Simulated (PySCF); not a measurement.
O₂, SMILES O=O (connectivity only; charge and spin as stated), neutral, multiplicity 3.

Coordinates come from a PBE0-D3(BJ)/def2-TZVPD optimisation.

Two levels are set side by side: PBE/def2-TZVPD (PySCF) and M06-2X/def2-TZVPD (PySCF). Same geometry, gas phase. Differences are taken from unrounded values.

| quantity | PBE |
|---|---|
| α-spin orbital gap (eV) | 7.60 |
| β-spin orbital gap (eV) | 7.46 |
| mean polarisability (bohr³) | 10.8 |

These are the PBE values. What does M06-2X give? (The exact figures need the calculation; the answer reports its results.)


| quantity | M06-2X | PBE minus M06-2X |
|---|---|---|
| α-spin orbital gap (eV) | 12.02 | -4.42 |
| β-spin orbital gap (eV) | 13.33 | -5.87 |
| mean polarisability (bohr³) | 10.4 | 0.4 |

Loosely held outer electrons make PBE densities more polarisable. Differences between two approximate levels are no errors against the true value.

Rough cost on one machine, each run with all the roots and properties that it gave: M06-2X against PBE about 2 times.
